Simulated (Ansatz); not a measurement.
# CHOS+ (SMILES O=[C+]S): single points off equilibrium

An exercise on one series of results from a longer session: the logs are not shown, and one member is left open.

Computed with Ansatz 0.2.0, Gaussian basis. Level: single points in def2-TZVPP.

Cores are frozen in the correlated methods.

## Where the work starts

4 atoms, charge 1, spin multiplicity 1.

Atoms are counted from 1 here; the program's logs count them from 0.

Bond lengths: O1–C2 1.129 Å, C2–S3 1.688 Å, S3–H4 1.393 Å. Angles: O1–C2–S3 173.9°, C2–S3–H4 92.0°.

Coordinates:

```
O     0.0976   -0.3653    1.7029
C     0.2708   -0.2869    0.5900
S     0.3689   -0.0880   -1.0832
H    -0.7535    0.7371   -1.1005
```

Set-up of the first run:

run/in.yaml reads:

```yaml
crystal:
  periodic: [false, false, false]
  atoms:
    - {symbol: O, position_ang: [0.097633, -0.365346, 1.702875]}
    - {symbol: C, position_ang: [0.270816, -0.286940, 0.590012]}
    - {symbol: S, position_ang: [0.368896, -0.087967, -1.083181]}
    - {symbol: H, position_ang: [-0.753546, 0.737142, -1.100462]}
basis:
  gaussian: {orbitals: def2-TZVPP}
total_charge: 1
hamiltonian: {xc: pbe, dispersion: d4}
output: {forces: true}
```

Run with:

```
$ ansatz run in.yaml --threads 2 --pin off --events-out ev --progress --plain --max-ram 3481MiB
```

Steps of the session up to this table: PBE-D4/def2-TZVPP; r2SCAN-D4/def2-TZVPP; PBE0-D4/def2-TZVPP; wB97M-V/def2-TZVPP; CCSD(T)/def2-TZVPP.

One of the session's tables, all rows but one given; the rest of the session is left out.

```
   method  RMS force component (eV/Å)  angle to CCSD(T) forces (°)
   PBE-D4                       0.713                         43.4
r2SCAN-D4                           ?                            ?
  PBE0-D4                       0.619                         44.2
  wB97M-V                       0.639                         54.1
  CCSD(T)                       0.461                    reference
```

Estimate the missing values for r2SCAN-D4.

**Answer.** RMS force component (eV/Å): 0.591; angle to CCSD(T) forces (°): 26.6. In the column «RMS force component (eV/Å)» it lies between CCSD(T) (0.461) and PBE0-D4 (0.619).
